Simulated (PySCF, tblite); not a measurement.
**C₅H₉O radical: geometry, infrared bands and EPR parameters**

Aim: predict the infrared bands and EPR parameters of C₅H₉O radical (`OCC[C@@H]1[CH]C1`).

Computed with tblite 0.8.0 and PySCF 2.14.0, with density-fitted response routines of our own, on a single molecule in the gas phase. Atoms are numbered from 0 throughout.

### 1 The molecule as given

15 atoms, charge 0, multiplicity 2; geometry from: force field or distance geometry start.

Bonds of the start (Å): O0–C1 1.42, C1–C2 1.48, C2–C3 1.53, C3–C4 1.52, C4–C5 1.52, C5–C3 1.51, O0–H6 1.00, C1–H7 1.12, C1–H8 1.09, C2–H9 1.11, C2–H10 1.11, C3–H11 1.11, C4–H12 1.10, C5–H13 1.08, C5–H14 1.12.

### 2 Optimising the geometry with GFN2-xTB

Job settings and geometry (Å):

```
{"job": {"kind": "relax", "xc": "GFN2-xTB", "basis": "xTB"}, "charge": 0, "multiplicity": 2}
O      2.177700    -0.525600     0.488200
C      1.615000     0.642800    -0.087100
C      0.438700     0.225500    -0.880400
C     -0.645000    -0.459400    -0.043400
C     -1.838400    -0.867800    -0.887800
C     -1.960800     0.263900     0.123500
H      3.024500    -0.698400    -0.022000
H      1.402400     1.360100     0.746500
H      2.379200     1.064500    -0.736900
H     -0.028500     1.065100    -1.445900
H      0.765000    -0.543100    -1.610900
H     -0.322000    -1.111900     0.794500
H     -2.413500    -1.759500    -0.616100
H     -2.650700     0.045900     0.927700
H     -1.948000     1.305800    -0.277500
```

Command:

```
> OMP_NUM_THREADS=1 python probes_run.py task.json out
```

The driver reads the jobs from task.json and runs them one after another.

**Question.** This job is followed by: GFN2-xTB harmonic vibrations, gas phase; UKS B3LYP, pcH-1 on C H O, non-relativistic, mean-field spin-orbit, GIAO. Predict these results of the whole session: strongest single infrared mode (GFN2-xTB); zero-point energy (GFN2-xTB); g(iso) (B3LYP); ⟨S²⟩; largest a(iso); surface potential, 1st and 99th percentile.

As calculated:

```
                                 quantity                 value
strongest single infrared mode (GFN2-xTB)   349 cm⁻¹, 93 km/mol
             zero-point energy (GFN2-xTB)         79.0 kcal/mol
                           g(iso) (B3LYP)               2.00269
                                     ⟨S²⟩    0.753 (exact 0.75)
                           largest a(iso)  13C on C4, 274.3 MHz
    surface potential, 1st and 99th percentile    -1.63 V and 2.03 V
```

In words: Over 105 steps the energy fell by 0.636 eV; of the close pairs, C4–C5 changed most, 1.523 to 1.462 Å. No mode is imaginary among the 39: a minimum at this level. The strongest single mode, at 349 cm⁻¹, moves mainly H6. Unscaled tight-binding wavenumbers are off by several per cent, some by more. Its intensities can rank the bands wrongly. C4 carries the largest spin population, 0.98 e. The isotropic g lies 0.4 ppt above the free-electron value.
